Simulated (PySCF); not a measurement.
Saddle point of SiH2F2, closed shell (SiF₂ + H₂ → SiH₂F₂ ([F][SiH2][F]); bonds formed: Si1–H4, Si1–H5; bonds broken: H4–H5), PBE0-D4/def2-TZVP structure:

```csv
atom,x (Å),y (Å),z (Å)
Si1,0.1626,0.1214,-0.4816
F2,0.7450,1.4438,0.1823
F3,1.2357,-1.0344,-0.2792
H4,-1.2730,-0.1979,-0.2894
H5,-0.8703,-0.3329,0.8679
```

Energies are electronic, without zero-point energy. Barriers and step energies count from the start structure reached by relaxing down the imaginary mode; all methods use the PBE0-D4 structures, on which another method's saddle can fall below an end. PySCF 2.14 with density fitting (its default auxiliary sets; JK sets also for MP2 and CCSD(T)); basis: def2-TZVPP, with def2-QZVPP for the basis limit; cores frozen in the correlated methods. B3LYP uses VWN-RPA correlation. Extrapolation: Hartree–Fock as exp(−7.88 √X), correlation as X^−2.97.

```
   method  barrier (kcal/mol)  step energy (kcal/mol)
    SPW92               36.29                  -38.58
   PBE-D4               43.73                  -33.90
r2SCAN-D4               43.08                  -40.40
  PBE0-D4               45.79                  -39.00
 B3LYP-D4                   ?                  -35.53
 BHLYP-D4               52.96                  -40.97
  wB97M-V                   ?                  -34.68
       HF               62.03                  -44.39
      MP2                   ?                  -40.20
     CCSD               52.05                  -39.03
  CCSD(T)               50.51                  -38.00
```

Fill in the withheld barriers. (To be estimated.)

The calculation gives: wB97M-V 53.53; MP2 53.25; B3LYP-D4 49.98 kcal/mol. Each is the energy of the saddle less that of the start structure, by the same method.

For comparison, the barrier by CCSD(T) at an estimated basis limit (MP2 extrapolated from triple and quadruple zeta, plus CCSD(T) − MP2 in triple zeta) is 49.65 kcal/mol.

No T1 diagnostic of these runs exceeds 0.016. The restricted Hartree–Fock reference is unstable towards an unrestricted one at one or more of these structures. A large double-excitation amplitude points to some diradical character; no triplet was computed. The start structure is not quite a true minimum (one mode of 57i cm⁻¹).

Losses and insertions of silylenes and their heavier kin drive the gas-phase chemistry of silicon and germanium vapour deposition.

Labels in which every atom is bracketed show which atoms are joined, not bond orders.

For scale, one of the runs: CCSD(T)/def2-TZVPP, 132 basis functions, launched by `OMP_NUM_THREADS=4 python run.py`. Time: 34 s of wall clock on 4 CPU threads of an AMD EPYC 7B13; the host was shared. Peak host memory: 0.76 GiB.
